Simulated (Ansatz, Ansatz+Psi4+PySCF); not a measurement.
```xyz
2

B     0.0000    0.0000   -0.9020
Al    0.0000    0.0000    0.9020
```

Basis set: cc-pVTZ on B; cc-pV(T+d)Z on Al (spherical functions). Frozen core: 6 orbitals. Correlation on ROHF uses semicanonical orbitals with singles. Charge 0, multiplicity 3.

Computed with Ansatz (development build ahead of 0.2.0); the reference of a correlated method needn't be the lowest determinant of its kind.

Question: Give the atomization energy at this shape (free ground-state atoms in the same class of orbitals less the molecule, no zero-point energy) of triplet AlB by ROHF-CCSD(T), UHF-BCCD(T), UHF-CCSD(T).

Answer:

```
      method  atomization energy
ROHF-CCSD(T)      31.76 kcal/mol
 UHF-BCCD(T)      31.32 kcal/mol
 UHF-CCSD(T)      30.05 kcal/mol
```

Caution: the reference determinant was not shown to be the lowest; the shape is not the minimum. Caution for ROHF-CCSD(T): an unrestricted determinant lies well below. Caution for UHF-CCSD(T): another reference gives a lower total; the program doubts this total.
